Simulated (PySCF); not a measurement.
# CF₄: from structure and modes to constants

Level of theory: PySCF, PBE0, basis C def2-TZVP, F def2-TZVP (no relativity, density fitting).

The singlet minimum has Td symmetry. Masses (u): C 12.00000, F 18.99840.

```xyz
5
charge 0 multiplicity 1, angstrom
C     0.0000    0.0000    0.0000
F     0.0000    1.0762   -0.7610
F     0.0000   -1.0762   -0.7610
F     1.0762    0.0000    0.7610
F    -1.0762    0.0000    0.7610
```

Harmonic wavenumbers (cm⁻¹): 436.2 (e, ×2), 634.2 (t2, ×3), 925.0 (a1, ×1), 1296.3 (t2, ×3).

Task: Find the principal moments of inertia and the rotational constants. What kind of rotor is it?

Result: About the centre of mass I = 88.013, 88.013, 88.013 u Å². With B = 16.8576/I this gives 0.1915, 0.1915, 0.1915 cm⁻¹. The molecule is a spherical top.

Task: Find the vibrational entropy and heat capacity at 298.15 K.

Result: With u = 1.43878 ω/T, each mode gives S = R[u/(eᵘ−1) − ln(1−e⁻ᵘ)] and C = R u² eᵘ/(eᵘ−1)².
```
   ω (cm⁻¹)      u  S (J/(mol K))  C (J/(mol K))
 436.2 (×2)  2.105           3.51           5.82
 634.2 (×3)  3.061           1.65           4.02
      925.0  4.464           0.53           1.95
1296.3 (×3)  6.255           0.12           0.63
```
The sums over all modes are S = 12.8 and C = 27.5 J/(mol K); the softest mode gives 27 % of the entropy (each member, where degenerate).
